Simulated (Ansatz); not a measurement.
# C2H7Al: the cost of one run

Method: RKS PBE0-D4/def2-SVP, in Ansatz 0.2.0.

### Step 1. Starting point

Bond lengths: Al1–C2 1.970 Å, C2–H3 1.110 Å, C2–H4 1.110 Å, C2–C5 1.520 Å, C5–H6 1.110 Å, C5–H7 1.110 Å, C5–H8 1.110 Å, Al1–H9 1.560 Å, Al1–H10 1.560 Å. Angles (14 of 15 angles, heavy atoms first): Al1–C2–C5 109.5°, Al1–C2–H3 109.5°, Al1–C2–H4 109.5°, H3–C2–C5 109.4°, H4–C2–C5 109.4°, C2–Al1–H9 120.0°, C2–Al1–H10 120.0°, C2–C5–H6 109.5°, C2–C5–H7 109.5°, C2–C5–H8 109.5°, H3–C2–H4 109.4°, H9–Al1–H10 120.0°, H6–C5–H7 109.4°, H6–C5–H8 109.4°.

As a file:

```xyz
10

Al    0.0000    0.0000    0.0000
C     0.0000    0.0000    1.9700
H    -0.9996   -0.3092    2.3405
H     0.7676   -0.7111    2.3405
C     0.3177    1.3971    2.4774
H     0.9159    1.3257    3.4096
H     0.8975    1.9479    1.7076
H    -0.6280    1.9396    2.6859
H     1.3510    0.0000   -0.7800
H    -1.3510    0.0000   -0.7800
```

### Step 2. Preparing the start

input.yaml

```yaml
crystal:
  periodic: [false, false, false]
  atoms:
    - { symbol: Al, position_ang: [0.0, 0.0, 0.0] }
    - { symbol: C, position_ang: [0.0, 0.0, 1.97] }
    - { symbol: H, position_ang: [-0.9996, -0.3092, 2.3405] }
    - { symbol: H, position_ang: [0.7676, -0.7111, 2.3405] }
    - { symbol: C, position_ang: [0.3177, 1.3971, 2.4774] }
    - { symbol: H, position_ang: [0.9159, 1.3257, 3.4096] }
    - { symbol: H, position_ang: [0.8975, 1.9479, 1.7076] }
    - { symbol: H, position_ang: [-0.628, 1.9396, 2.6859] }
    - { symbol: H, position_ang: [1.351, 0.0, -0.78] }
    - { symbol: H, position_ang: [-1.351, 0.0, -0.78] }
basis:
  gaussian: { orbitals: def2-SVP }
hamiltonian:
  xc: pbe0
  dispersion: d4
relax:
  f_tol: 0.02
  max_steps: 40
```

Started as:

```console
> ansatz run input.yaml --threads 1 --pin off --max-ram 2048MiB --backend cpu --events-out ev --progress --plain --runs-dir out
```

Q: Estimate wall time and peak memory on 1 thread of Intel Xeon 6975P-C (Granite Rapids), shared host.

About 35 s, with a peak of 0.17 GiB.
